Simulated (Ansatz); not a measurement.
```yaml
crystal:
  periodic: [false, false, false]
  atoms:
    - {symbol: Co, position_ang: [0.000000, 0.000000, 0.000000]}
    - {symbol: Cl, position_ang: [0.676670, 1.381092, 1.375030]}
    - {symbol: Cl, position_ang: [-0.669174, -1.377186, 1.382595]}
    - {symbol: Cl, position_ang: [-0.677997, 1.376543, -1.378932]}
    - {symbol: Cl, position_ang: [0.670500, -1.380449, -1.378693]}
basis:
  gaussian: {orbitals: def2-TZVP}
magnetization: {spin_polarized: true, initial_magnetization: 3}
hamiltonian: {xc: pbe0}
relax: {f_tol: 0.004, max_steps: 80}
```

```sh
$ ansatz run in.yaml --threads 1 --pin off --events-out ev --progress --plain --max-ram 2176MiB
```

Steps of the relaxation (energy above the last step; positions in Å, forces in eV/Å):

```
5
step 1, 124.5 meV
Co    0.000    0.000    0.000    0.000    0.000    0.000
Cl    0.677    1.381    1.375    0.423    0.525    0.522
Cl   -0.669   -1.377    1.383   -0.421   -0.523    0.526
Cl   -0.678    1.377   -1.379   -0.424    0.523   -0.524
Cl    0.670   -1.380   -1.379    0.421   -0.525   -0.524
```

```
5
step 2, 13.7 meV
Co    0.000    0.000    0.000    0.000    0.000    0.000
Cl    0.773    1.389    1.383    0.071   -0.009   -0.010
Cl   -0.765   -1.385    1.391   -0.071    0.009   -0.009
Cl   -0.774    1.385   -1.387   -0.071   -0.010    0.010
Cl    0.767   -1.389   -1.387    0.071    0.010    0.009
```

```
5
step 3, 0.8 meV
Co    0.000    0.000    0.000    0.000    0.000    0.000
Cl    0.850    1.369    1.363   -0.019   -0.045   -0.045
Cl   -0.843   -1.365    1.371    0.018    0.045   -0.045
Cl   -0.851    1.364   -1.366    0.019   -0.045    0.045
Cl    0.844   -1.368   -1.367   -0.018    0.045    0.045
```

```
5
step 5, 0.0 meV
Co    0.000    0.000    0.000    0.000    0.000    0.000
Cl    0.859    1.363    1.356    0.000    0.000    0.000
Cl   -0.852   -1.359    1.365    0.000    0.000    0.000
Cl   -0.860    1.358   -1.360    0.000    0.000    0.000
Cl    0.853   -1.362   -1.361    0.000    0.000    0.000
```

Close pairs at the end: Co1–Cl5 2.106 Å, Co1–Cl4 2.106 Å, Co1–Cl3 2.106 Å, Co1–Cl2 2.106 Å.

A stationary point of unrestricted PBE0 after 5 steps, with ⟨S²⟩ = 3.859 against 3.75 for a pure state; no frequencies were run, so it isn't proven a minimum. 5.6 min on 1 thread of Intel Xeon Platinum 8488C, shared host.
